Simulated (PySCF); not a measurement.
Gas-phase reaction: 2 SiCl₃F ⇌ SiF₂ + Si + 6 Cl

Energies from PySCF, thermal terms from the rigid-rotor harmonic-oscillator model, ideal gas at 1 bar. † marks an energy on the PBE0/def2-TZVP geometry and frequencies; other levels use their own. MP2 freezes the core. 6-31G* has spherical d functions here. Open shells (unrestricted): Si (multiplicity 3, electronic degeneracy 9), Cl (multiplicity 2, electronic degeneracy 6); the rest are closed-shell singlets. Spin-orbit splitting is ignored; it lowers the true energy and changes the entropy of Si, Cl. MP2 isn't extrapolated to the basis-set limit; its ΔH°(298 K) is 2207.2 kJ in def2-SVP and 2407.5 kJ in def2-TZVPP. The harmonic model lacks anharmonicity and excited electronic states, which grow with temperature; levels with a mode under 35 cm⁻¹ are left out.

```tsv
level	ΔE electronic, kJ	ΔH°(298 K), kJ	ΔS°(298 K), J/K	ΔG°(2500 K), kJ
HF/6-31G*	1680	1664	779	-281
M06-2X/def2-TZVP†	2380	2365	772	439
MP2/def2-TZVPP†	2423	2408	772	482
PBE/def2-TZVP†	2366	2351	772	425
PBE0/def2-QZVP†	2354	2338	772	413
```
ΔH° is lowest at HF/6-31G* and highest at MP2/def2-TZVPP†. No reference value is set beside these.
